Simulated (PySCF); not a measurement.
# SiH: a composite coupled-cluster curve

An exercise on one series of results from a longer session: the logs are not shown, and one member is left open.

Computed with PySCF 2.14.0. Level: CCSD(T) on ROHF, no relativity in the base curves; scalar relativity is added as a correction.

2 further runs of the same task are left out: 2 set aside as unsound or not needed.

Set-up of the first run:

| Property | Result |
| --- | --- |
| molecule | SiH |
| state | doublet, unpaired electrons π ↑ |
| smaller basis | Si aug-cc-pV(T+d)Z, H aug-cc-pVTZ |
| larger basis | Si aug-cc-pV(Q+d)Z, H aug-cc-pVQZ |
| frozen core orbitals | 5 |
| extrapolation | correlation as n⁻³ (n = 3, 4), Hartree–Fock as (n+1)·exp(−9√n) |
| corrections | core–valence correlation, scalar relativity |
| distances (Å) | 1.3546, 1.4162, 1.4778, 1.5394, 1.6009, 1.6779, 1.7549 |
| masses (u) | 27.9769, 1.0078 |
| dissociation limit | Si + H |

On the command line:

```
> OMP_NUM_THREADS=4 python comp.py task.json out
```

One of the session's tables, all rows but one given; the rest of the session is left out.

| level | Re (Å) | ωe (cm⁻¹) | ωexe (cm⁻¹) | αe (cm⁻¹) | De (eV) |
| --- | --- | --- | --- | --- | --- |
| CCSD(T)/aug-cc-pVTZ(-PP) | 1.5253 | 2027.6 | 35.0 | 0.214 | 3.134 |
| CCSD(T)/aug-cc-pVQZ(-PP) | 1.5226 | 2045.8 | 36.0 | 0.215 | 3.179 |
| HF/CBS | 1.5128 | 2130.6 | 31.6 | 0.195 | 2.265 |
| MP2/CBS | 1.5145 | 2110.2 | 32.5 | 0.199 | 3.064 |
| CCSD/CBS | 1.5199 | 2066.3 | 35.4 | 0.211 | 3.189 |
| CCSD(T)/CBS | 1.5219 | 2053.6 | 36.1 | 0.214 | 3.206 |
| CCSD(T)/CBS+CV | ? | ? | ? | ? | ? |
| CCSD(T)/CBS+CV+SR | 1.5195 | 2049.8 | 36.1 | 0.215 | 3.200 |

Q: Estimate the row for CCSD(T)/CBS+CV from the others.

**Answer.** Re (Å): 1.5194; ωe (cm⁻¹): 2052.9; ωexe (cm⁻¹): 36.1; αe (cm⁻¹): 0.215; De (eV): 3.205. In the column «Re (Å)» it lies between MP2/CBS (1.5145) and CCSD(T)/CBS+CV+SR (1.5195).
